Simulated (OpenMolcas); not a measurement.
# CH5BO (SMILES CBO), step by step

Aim: a single-point energy (HF/ANO-R0), then a single-point energy (CASSCF(2,2)/ANO-R1), then an energy scan (CASPT2(2,2)/ANO-R1), then the energy along one coordinate (SC-NEVPT2(2,2)/ANO-R1), then the energy along one coordinate (MC-PDFT[tPBE](2,2)/ANO-R1) of CH5BO. 

Program for the calculation: OpenMolcas 26.06.

### 1 The system as given

CH5BO has 8 atoms, charge 0, and is taken as a singlet. As SMILES, `CBO`. The shape is that of a PBE0-D4/def2-TZVP optimisation. This is one conformer, not always the lowest.

Bond lengths: C1–B2 1.559 Å, B2–O3 1.357 Å, C1–H4 1.092 Å, C1–H5 1.096 Å, C1–H6 1.096 Å, B2–H7 1.207 Å, O3–H8 0.960 Å. Angles: C1–B2–O3 119.4°, C1–B2–H7 121.8°, O3–B2–H7 118.7°, B2–C1–H4 113.4°, B2–C1–H5 110.2°, B2–C1–H6 110.2°, B2–O3–H8 113.1°, H4–C1–H5 108.7°, H4–C1–H6 108.7°, H5–C1–H6 105.3°.

### 2 A single-point energy at HF/ANO-R0 (sfX2C) (run 1)

geom.xyz

```xyz
8

C     -0.618600     0.710300    -0.324600
B      0.508800    -0.240100     0.180200
O      0.240700    -1.558300     0.355600
H     -1.568300     0.201200    -0.499400
H     -0.308500     1.205100    -1.251900
H     -0.780500     1.520100     0.395700
H      1.620500     0.163100     0.420800
H      0.998200    -2.058400     0.667700
```

step1.inp

```
&GATEWAY
 Coord
 geom.xyz
 Basis
 ANO-R0
 Group
 NoSym

&SEWARD

&SCF
 PrOrbitals
 0

&LOCALISATION
 Occupied
 Freeze
 Pipek-Mezey

&LOCALISATION
 FileOrb
 $Project.LocOrb
 Virtual
 Pipek-Mezey
```

Command:

```sh
$ export MOLCAS_MEM=1860
$ pymolcas step1.inp > step1.log
```

Standard output:

```text
--- Start Module: gateway ---
[...]
--- Stop Module: gateway /rc=_RC_ALL_IS_WELL_ ---
[...]
      Basis functions           20
[...]
       Convergence after  12 Iterations
[...]
::    Total SCF energy                               -139.9042735736
[...]
      Total spin, S                                     0.0000000000
[...]
      Total electronic charge=   24.000000
      Total            charge=   -0.000000
[...]
      Dipole Moment (debye):
      Origin of the operator (angstrom)=    0.0452   -0.4088    0.0796
                   X=  7.9063E-01               Y= -1.7330E+00               Z=  5.5771E-01           Total=  1.9848E+00
      Quadrupole Moment (debye*angstrom):
[...]
--- Start Module: localisation ---
[...]
--- Stop Module: localisation /rc=_RC_ALL_IS_WELL_ ---
--- Start Module: localisation ---
[...]
--- Stop Module: localisation /rc=_RC_ALL_IS_WELL_ ---
[...]
```

It took 3.6 s on 1 thread of Intel Xeon Platinum 8259CL at 2.50GHz (Skylake/Cascade Lake), shared host; peak memory 0.38 GiB.

### 3 A single-point energy at CASSCF(2,2)/ANO-R1 (sfX2C) (run 2)

geom.xyz is that of step 2.

step2.input

```
&GATEWAY
 Coord=geom.xyz
 Basis=ANO-R0
 Group=NoSym

&SEWARD

&RASSCF
 FileOrb=$CurrDir/step1.LocOrb
 Alter=1
 1 13 18
 Spin=1
 Nactel=2 0 0
 Inactive=11
 Ras2=2
 OrbListing=Nothing
>>> COPY $Project.RunFile RUNFIL1
>>> COPY $Project.RasOrb INPORB

&GATEWAY
 Coord=geom.xyz
 Basis=ANO-R1
 Group=NoSym

&SEWARD
>>> COPY $Project.RunFile RUNFIL2

&EXPBAS

&RASSCF
 FileOrb=$Project.ExpOrb
 Spin=1
 Nactel=2 0 0
 Inactive=11
 Ras2=2
 OrbListing=Nothing
```

Command:

```sh
$ export MOLCAS_MEM=1860
$ pymolcas step2.input > step2.log
```

Standard output:

```text
--- Start Module: gateway ---
[...]
--- Stop Module: gateway /rc=_RC_ALL_IS_WELL_ ---
[...]
      Basis functions           20
[...]
      Number of active orbitals                  2
[...]
      Spin quantum number                      0.0
[...]
      Active orbitals                            2
[...]
      Number of CSFs                             3
[...]
      Number of root(s) required                 1
[...]
      Convergence after  9 iterations
[...]
      printout of CI-coefficients larger than  0.05 for root  1
      energy=    -139.912313
      conf/sym  11     Coeff  Weight
             1  20   0.99654 0.99309
             3  02  -0.08310 0.00691
      Natural orbitals and occupation numbers for root  1
      sym 1:   1.986190   0.013810
      ************************************************************************************************************************
      *                                                    Final results                                                     *
[...]
::    RASSCF root number  1 Total energy:   -139.91231326
[...]
      Basis functions           67
[...]
--- Start Module: expbas ---
[...]
--- Stop Module: expbas /rc=_RC_ALL_IS_WELL_ ---
--- Start Module: rasscf ---
[...]
      Convergence after 14 iterations
[...]
      Natural orbitals and occupation numbers for root  1
      sym 1:   1.984082   0.015918
      ************************************************************************************************************************
      *                                                    Final results                                                     *
[...]
::    RASSCF root number  1 Total energy:   -140.51245108
[...]
      Total electronic charge=   24.000000
      Total            charge=   -0.000000
[...]
      Dipole Moment (debye):
      Origin of the operator (angstrom)=    0.0452   -0.4088    0.0796
                   X=  1.1384E+00               Y= -1.3017E-01               Z=  3.5061E-01           Total=  1.1983E+00
      Quadrupole Moment (debye*angstrom):
[...]
--- Stop Module: rasscf /rc=_RC_ALL_IS_WELL_ ---
[...]
```

It took 14 s on 1 thread of Intel Xeon Platinum 8259CL at 2.50GHz (Skylake/Cascade Lake), shared host; peak memory 0.42 GiB.

### 4 The energy along one coordinate at CASPT2(2,2)/ANO-R1 (sfX2C, ipea shift 0.25 Eh, pt2 variant SS) (run 3)

step3.input

```
>>> COPY $CurrDir/step2.RasOrb $Project.RasOrb
>>> ForEach K in (1, 2, 3, 4, 5, 6, 7, 8, 9)
&GATEWAY
Coord=$CurrDir/point$K.xyz
Basis=ANO-R1
Group=NoSym
&SEWARD
&RASSCF
FileOrb=$Project.RasOrb
Spin=1
Nactel=2 0 0
Inactive=11
Ras2=2
OrbListing=Nothing
&CASPT2
Imaginary=0.2
Frozen=3
>>> EndDo
```

Command:

```sh
$ export MOLCAS_MEM=1860
$ pymolcas step3.input > step3.log
```

Standard output:

```text
[...]
      Basis functions           67
[...]
      Number of active orbitals                  2
[...]
      Spin quantum number                      0.0
[...]
      Active orbitals                            2
[...]
      Number of CSFs                             3
[...]
      Number of root(s) required                 1
[...]
      Convergence after 11 iterations
[...]
      Natural orbitals and occupation numbers for root  1
      sym 1:   1.988833   0.011167
      ************************************************************************************************************************
      *                                                    Final results                                                     *
[...]
::    RASSCF root number  1 Total energy:   -140.50266887
[...]
::    CASPT2 Root  1     Total energy:   -140.92402247
[...]
      Convergence after 10 iterations
[...]
      Natural orbitals and occupation numbers for root  1
      sym 1:   1.984072   0.015928
      ************************************************************************************************************************
      *                                                    Final results                                                     *
[...]
      Convergence after 10 iterations
[...]
      Natural orbitals and occupation numbers for root  1
      sym 1:   1.884639   0.115361
      ************************************************************************************************************************
      *                                                    Final results                                                     *
[...]
      Convergence after 10 iterations
[...]
      Natural orbitals and occupation numbers for root  1
      sym 1:   1.780756   0.219244
      ************************************************************************************************************************
      *                                                    Final results                                                     *
[...]
      Convergence after  9 iterations
[...]
      Natural orbitals and occupation numbers for root  1
      sym 1:   1.571910   0.428090
      ************************************************************************************************************************
      *                                                    Final results                                                     *
[...]
::    RASSCF root number  1 Total energy:   -140.37047339
[...]
::    CASPT2 Root  1     Total energy:   -140.78284719
[...]
      Convergence after 10 iterations
[...]
::    RASSCF root number  1 Total energy:   -140.35722103
[...]
::    CASPT2 Root  1     Total energy:   -140.76731794
[...]
```

Run time: 93 s. Hardware: 1 thread of Intel Xeon Platinum 8259CL at 2.50GHz (Skylake/Cascade Lake), shared host; peak memory 0.42 GiB.

The scan, from its lowest point:

```
H7–B2 (Å)  energy (kJ/mol)
    1.086             23.5
    1.207              0.0
    1.327             10.7
    1.508             57.5
    1.750            138.4
    2.052            234.0
    2.414            322.3
    2.896            394.1
    3.620            434.9
```

### 5 The energy along one coordinate at SC-NEVPT2(2,2)/ANO-R1 (sfX2C, pt2 variant SC-NEVPT2) (run 4)

step4.inp

```
>>> EXPORT MOLCAS_PRINT=2
>>> COPY $CurrDir/step2.RasOrb $Project.RasOrb
>>> ForEach K in (1, 2, 3, 4, 5, 6, 7, 8, 9)
&GATEWAY
Coord = $CurrDir/point$K.xyz
Basis = ANO-R1
Group = NoSym
&SEWARD
&RASSCF
FileOrb = $Project.RasOrb
Spin = 1
Nactel = 2 0 0
Inactive = 11
Ras2 = 2
OrbListing = Nothing
&CASPT2
SC-NEVPT2
Frozen = 3
>>> EndDo
```

Command:

```sh
$ export MOLCAS_MEM=1860
$ pymolcas step4.inp > step4.log
```

Standard output:

```text
[...]
      Basis functions           67
[...]
      Number of active orbitals                  2
[...]
      Spin quantum number                      0.0
[...]
      Active orbitals                            2
[...]
      Number of CSFs                             3
[...]
      Number of root(s) required                 1
[...]
      Convergence after 11 iterations
[...]
      printout of CI-coefficients larger than  0.05 for root  1
      energy=    -140.502669
      conf/sym  11     Coeff  Weight
             1  20   0.99720 0.99442
             3  02  -0.07472 0.00558
      Natural orbitals and occupation numbers for root  1
      sym 1:   1.988833   0.011167
      ************************************************************************************************************************
      *                                                    Final results                                                     *
[...]
::    RASSCF root number  1 Total energy:   -140.50266887
[...]
      E2 (Variational):          -0.4168359974
[...]
::    SC-NEVPT2 Root  1     Total energy:   -140.91949325
[...]
      Convergence after 10 iterations
[...]
      Natural orbitals and occupation numbers for root  1
      sym 1:   1.984072   0.015928
      ************************************************************************************************************************
      *                                                    Final results                                                     *
[...]
      Convergence after 10 iterations
[...]
      Natural orbitals and occupation numbers for root  1
      sym 1:   1.884639   0.115361
      ************************************************************************************************************************
      *                                                    Final results                                                     *
[...]
      Convergence after 10 iterations
[...]
      Natural orbitals and occupation numbers for root  1
      sym 1:   1.780756   0.219244
      ************************************************************************************************************************
      *                                                    Final results                                                     *
[...]
      Convergence after  9 iterations
[...]
::    RASSCF root number  1 Total energy:   -140.37047339
[...]
::    SC-NEVPT2 Root  1     Total energy:   -140.78038718
[...]
      Convergence after 10 iterations
[...]
::    RASSCF root number  1 Total energy:   -140.35722103
[...]
      E2 (Variational):          -0.4081297601
[...]
      Reference weight:           0.88565
[...]
::    SC-NEVPT2 Root  1     Total energy:   -140.76535080
[...]
```

Wall time 89 s (1 thread of Intel Xeon Platinum 8259CL at 2.50GHz (Skylake/Cascade Lake), shared host); peak memory 0.42 GiB.

The scan, from its lowest point:

| H7–B2 (Å) | energy (kJ/mol) |
| --- | --- |
| 1.086 | 24.1 |
| 1.207 | 0.0 |
| 1.327 | 10.1 |
| 1.508 | 56.1 |
| 1.750 | 136.1 |
| 2.052 | 230.8 |
| 2.414 | 318.4 |
| 2.896 | 389.3 |
| 3.620 | 428.8 |

### 6 The energy along one coordinate at MC-PDFT[tPBE](2,2)/ANO-R1 (sfX2C) (run 5)

step5.input

```
>>> COPY $CurrDir/step2.RasOrb $Project.RasOrb
>>> ForEach K in (1, 2, 3, 4, 5, 6, 7, 8, 9)

&gateway
  coord = $CurrDir/point$K.xyz
  basis = ANO-R1
  group = NoSym

&seward

&rasscf
  fileorb = $Project.RasOrb
  spin = 1
  nactel = 2 0 0
  inactive = 11
  ras2 = 2
  orblisting = Nothing

&mcpdft
  ksdft = T:PBE
>>> EndDo
```

Command:

```sh
$ export MOLCAS_MEM=1860
$ pymolcas step5.input > step5.log
```

Standard output:

```text
--- Start Module: gateway ---
[...]
      Basis functions           67
[...]
      Number of active orbitals                  2
[...]
      Spin quantum number                      0.0
[...]
      Active orbitals                            2
[...]
      Number of CSFs                             3
[...]
      Number of root(s) required                 1
[...]
      Convergence after 11 iterations
[...]
      printout of CI-coefficients larger than  0.05 for root  1
      energy=    -140.502669
      conf/sym  11     Coeff  Weight
             1  20   0.99720 0.99442
             3  02  -0.07472 0.00558
      Natural orbitals and occupation numbers for root  1
      sym 1:   1.988833   0.011167
      ************************************************************************************************************************
      *                                                    Final results                                                     *
[...]
::    RASSCF root number  1 Total energy:   -140.50266887
[...]
::    MCPDFT root number  1 Total energy:   -141.13757446
[...]
      Convergence after 10 iterations
[...]
      Natural orbitals and occupation numbers for root  1
      sym 1:   1.984072   0.015928
      ************************************************************************************************************************
      *                                                    Final results                                                     *
[...]
      Convergence after 10 iterations
[...]
      Natural orbitals and occupation numbers for root  1
      sym 1:   1.884639   0.115361
      ************************************************************************************************************************
      *                                                    Final results                                                     *
[...]
      Convergence after 10 iterations
[...]
      Natural orbitals and occupation numbers for root  1
      sym 1:   1.780756   0.219244
      ************************************************************************************************************************
      *                                                    Final results                                                     *
[...]
      Convergence after  9 iterations
[...]
::    RASSCF root number  1 Total energy:   -140.37047339
[...]
::    MCPDFT root number  1 Total energy:   -140.99433855
[...]
      Convergence after 10 iterations
[...]
::    RASSCF root number  1 Total energy:   -140.35722103
[...]
      Total electronic charge=   24.000000
      Total            charge=   -0.000000
[...]
::    MCPDFT root number  1 Total energy:   -140.97678144
[...]
```

Wall time 99 s (1 thread of Intel Xeon Platinum 8259CL at 2.50GHz (Skylake/Cascade Lake), shared host); peak memory 0.42 GiB.

The scan, from its lowest point:

| H7–B2 (Å) | energy (kJ/mol) |
| --- | --- |
| 1.086 | 23.9 |
| 1.207 | 0.0 |
| 1.327 | 9.6 |
| 1.508 | 54.5 |
| 1.750 | 133.5 |
| 2.052 | 229.0 |
| 2.414 | 320.6 |
| 2.896 | 400.0 |
| 3.620 | 446.1 |

### 7 Summary of results

| quantity | value |
| --- | --- |
| run 1, HF/ANO-R0: total energy | -139.90427 Eh |
| run 1, HF/ANO-R0: dipole moment | 1.98 D |
| run 1, HF/ANO-R0: HOMO energy | -12.64 eV |
| run 1, HF/ANO-R0: LUMO energy | 3.88 eV |
| run 1, HF/ANO-R0: HOMO–LUMO gap | 16.52 eV |
| run 2, CASSCF(2,2)/ANO-R1: total energy | -140.51245 Eh |
| run 2, CASSCF(2,2)/ANO-R1: dipole moment (CASSCF density) | 1.20 D |
| run 3, CASPT2(2,2)/ANO-R1: lowest energy of the scan | -140.93296 Eh |
| run 4, SC-NEVPT2(2,2)/ANO-R1: lowest energy of the scan | -140.92868 Eh |
| run 5, MC-PDFT[tPBE](2,2)/ANO-R1: lowest energy of the scan | -141.14669 Eh |

What this shows: Mulliken charges (run 2, CASSCF(2,2)/ANO-R1) run from -0.39 on O3 to +0.24 on B2.
